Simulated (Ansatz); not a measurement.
Compare A (`C1=CCCC1`) with its isomer B (`C=C1CC1C`).

Program: Ansatz. Geometries: PBE0-D4/def2-TZVP. ΔE: electronic, gas phase. CCSD(T)/CBS adds triple-zeta CCSD(T) − MP2 to the extrapolated MP2 energy (def2 sets, frozen cores). DFT in def2-TZVPP. B3LYP here is the variant with VWN-RPA as its local correlation; programs differ in this.

A:

Z-matrix (Å, degrees):
```
C
C 1 1.501
C 1 1.538 2 102.9
H 1 1.094 2 113.1 3 -121.7
H 1 1.098 2 110.2 3 119.5
C 2 1.328 1 111.9 3 -13.4
H 2 1.084 1 123.0 3 169.2
C 3 1.538 1 105.5 2 20.8
H 3 1.091 1 112.9 2 144.7
H 3 1.093 1 109.0 2 -96.2
H 6 1.084 2 125.0 1 -177.3
H 8 1.098 3 111.9 1 97.5
H 8 1.094 3 112.5 1 -142.9
```

B:

Z-matrix (Å, degrees):
```
C
C 1 1.460
C 1 1.529 2 58.4
H 1 1.086 2 118.3 3 -106.3
H 1 1.085 2 119.0 3 107.0
C 2 1.315 1 148.3 3 177.2
C 3 1.505 1 120.2 2 -109.7
H 3 1.088 1 114.8 2 106.5
H 6 1.085 2 121.4 1 2.1
H 6 1.085 2 121.2 1 -177.9
H 7 1.093 3 111.2 1 -84.5
H 7 1.093 3 111.1 1 155.2
H 7 1.093 3 110.6 1 35.8
```

Which is lower in electronic energy at CCSD(T)/CBS, and by how much? (Best estimate.)

The calculation gave: A, by 135.8 kJ/mol.

Give E(B) − E(A) in kJ/mol with HF/def2-TZVPP, CCSD/def2-TZVPP, CCSD(T)/def2-TZVPP, MP2/def2-TZVPP, B2PLYP, PBE-D4, B3LYP. (Best estimate.)

Ansatz gave: HF/def2-TZVPP 133.0, CCSD/def2-TZVPP 136.1, CCSD(T)/def2-TZVPP 135.9, MP2/def2-TZVPP 135.6, B2PLYP 127.1, PBE-D4 120.2, B3LYP 119.5. None reverses the order clearly.

Largest T1 diagnostic: 0.010.

The D4 term adds +3.8 kJ/mol with B3LYP and +1.7 kJ/mol with PBE0; it sums over pairs of atoms, weighted by their polarisabilities, and B3LYP, whose exchange is more repulsive, gets the larger term. From PBE to PBE0 (25 % exact exchange), in def2-TZVPP and without D4, E(B) − E(A) moves by +9.1 kJ/mol.
